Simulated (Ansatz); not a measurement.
Solid CO2 (dry ice), treated with HSE06-D3(BJ) (Ansatz, a program for electronic structure, plane waves, PAW).

Settings: plane-wave cutoff 520 eV, 4×4×4 k mesh, scalar-relativistic PAW data made under PBE.

Cell (relaxed at this level):

```
CO2
1.0
    5.66587     0.00000     0.00000
    0.00000     5.66587     0.00000
    0.00000     0.00000     5.66587
C O
4 8
Direct
  0.00000   0.50000   0.50000
  0.50000   0.00000   0.50000
  0.00000   0.00000   0.00000
  0.50000   0.50000   0.00000
  0.88235   0.61765   0.38235
  0.38235   0.88235   0.61765
  0.88235   0.88235   0.88235
  0.11765   0.11765   0.11765
  0.61765   0.38235   0.88235
  0.61765   0.11765   0.38235
  0.38235   0.61765   0.11765
  0.11765   0.38235   0.61765
```

**Question.** Give the computed Poisson ratio, elastic constant C12, Voigt–Reuss–Hill bulk modulus, Young modulus, Voigt–Reuss–Hill shear modulus (Hill average), elastic constant C11 and elastic constant C44.

**Answer.** 
- Poisson ratio: 0.290
- elastic constant C12: 4.99 GPa
- Voigt–Reuss–Hill bulk modulus: 6.48 GPa
- Young modulus: 8.2 GPa
- Voigt–Reuss–Hill shear modulus (Hill average): 3.16 GPa
- elastic constant C11: 9.46 GPa
- elastic constant C44: 3.99 GPa

Note: the dispersion coefficients are held fixed in the derivatives.

Elastic constants are with the ions relaxed.

Static lattice: no zero-point or thermal effects.

It cost around 5 core-hours (rough) of CPU time.
